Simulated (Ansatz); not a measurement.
# SiH₂Cl (doublet): wave-function methods side by side at distance Cl1–H2 along a hydrogen transfer = 2.032 Å, cc-pVTZ

The task here is to estimate one member of a computed series from the others.

Method: cc-pVTZ, core rule «outside noble gas», up to 10 orbitals frozen; program: Ansatz 0.2.0, Gaussian basis.

The runs, in order: UHF; CCSD(T) on ROHF; CCSD(T) on UHF; BCCD(T) on ROHF; CCSDT(Q) on ROHF; CCSDT(Q) on UHF; CASSCF and NEVPT2, 3 electrons in 3 orbitals; CASSCF and NEVPT2, 13 electrons in 10 orbitals.

**The geometry**

The geometry derives from fragments relaxed apart (PBE0/def2-TZVP) and kept rigid, so it is no stationary point. A hydrogen atom is moved between rigid fragments.

4 atoms, charge 0, spin multiplicity 2.

Atoms are counted from 1 here; the program's logs count them from 0.

Bond lengths: H2–Si3 1.440 Å, Si3–H4 1.532 Å. Angles: H2–Si3–H4 105.0°.

The first run:

in.yaml

```yaml
crystal:
  periodic: [false, false, false]
  atoms:
    - {symbol: Cl, position_ang: [-1.578234, 0.022748, 0.000000]}
    - {symbol: H, position_ang: [0.453766, 0.022748, 0.000000]}
    - {symbol: Si, position_ang: [1.893766, 0.022748, 0.000000]}
    - {symbol: H, position_ang: [2.290201, -1.456765, 0.000000]}
basis:
  gaussian: {orbitals: cc-pVTZ}
magnetization: {spin_polarized: true, initial_magnetization: 1}
hamiltonian: {xc: hf}
output: {orbitals: {seedname: orbitals}}
```

Command:

```console
$ ansatz run in.yaml --threads 1 --pin off --events-out ev --progress --plain --max-ram 4096MiB --backend cpu
```

Among the steps run: UHF; CCSD(T) on ROHF; CCSD(T) on UHF; BCCD(T) on ROHF; CCSDT(Q) on ROHF; CCSDT(Q) on UHF; CASSCF and NEVPT2, 3 electrons in 3 orbitals; CASSCF and NEVPT2, 13 electrons in 10 orbitals.

One of the session's tables, all rows but one given; the rest of the session is left out.

It belongs to the step «Misses and costs». 

```
        method  from RCCSDT(Q) (meV)
          ROHF               +9490.9
           UHF               +9124.6
          RMP2               +1700.2
          UMP2               +1910.5
         RCCSD                +376.8
         UCCSD                +394.9
      RCCSD(T)                 +61.9
      UCCSD(T)                 +79.0
       BCCD(T)                 +58.9
        RCCSDT                 +14.9
        UCCSDT                 +17.7
     RCCSDT(Q)                     0
     UCCSDT(Q)                  -0.3
   CASSCF pair               +8882.9
   NEVPT2 pair               +1633.0
CASSCF valence               +8071.5
NEVPT2 valence                     ?
```

Q: Estimate the row for NEVPT2 valence from the others.

As computed: from RCCSDT(Q) (meV): +2172.3. In the column «from RCCSDT(Q) (meV)» it lies between UMP2 (+1910.5) and CASSCF valence (+8071.5).

To keep in mind: The determinant is far from a pure spin state, so its energy mixes those of several spin states (harmless only where they are near-degenerate, as at dissociation). Restricted and unrestricted rows rest on different reference determinants; where their highest levels disagree by more than a few hundredths of an eV, they describe different states and don't form one ladder.
